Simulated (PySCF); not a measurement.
## How well do the runs reproduce experiment for C3H2O?

**Experimental background.**

From NIST CCCBDB Release 22 (SRD 101), experimental dipoles, for the gas: dipole moment 4.39 ± 0.06 D.

The runs below try to reproduce these values; the comparison stands at the end.

Compound: C₃H₂O.
Numbering: `[O:1]=[c:2]1[cH:3][cH:4]1` (hydrogens: H5 on C3; H6 on C4)

Structure used (LDA/pcseg-0), in Å, numbered top down from 1:
```
atom  x, y, z in Å
O1     2.1663   -0.1802    0.0326
C2     0.9539   -0.0157   -0.0122
C3    -0.4210   -0.5132   -0.0720
C4    -0.2396    0.8309   -0.0459
H5    -1.1811   -1.3023   -0.1121
H6    -0.7632    1.7941   -0.0516
```

The PySCF runs (gas phase, on this LDA/pcseg-0 geometry; no spin–orbit coupling):

```json
{"level": "LDA/pcseg-0, grid level 1", "job": "geometry optimisation from a GFN2-xTB start", "basis functions": "40", "wall time": "3.2 s"}
```

Hardware: an Intel Xeon Platinum 8488C with one thread (shared host).

## Comparison

**Dipole moment.** Measured: 4.39 D (NIST CCCBDB Release 22 (SRD 101), experimental dipoles).

| level | computed (D) | computed − measured (D) | % (from the printed values) |
| --- | --- | --- | --- |
| LDA/pcseg-0 | 3.93 | -0.46 | -10 |

The computed dipoles belong to one fixed geometry; measured ones are averaged over vibrations unless marked μe. Magnitudes are compared, not signs.

No measured geometry was used, and the causes of the misses weren't examined.
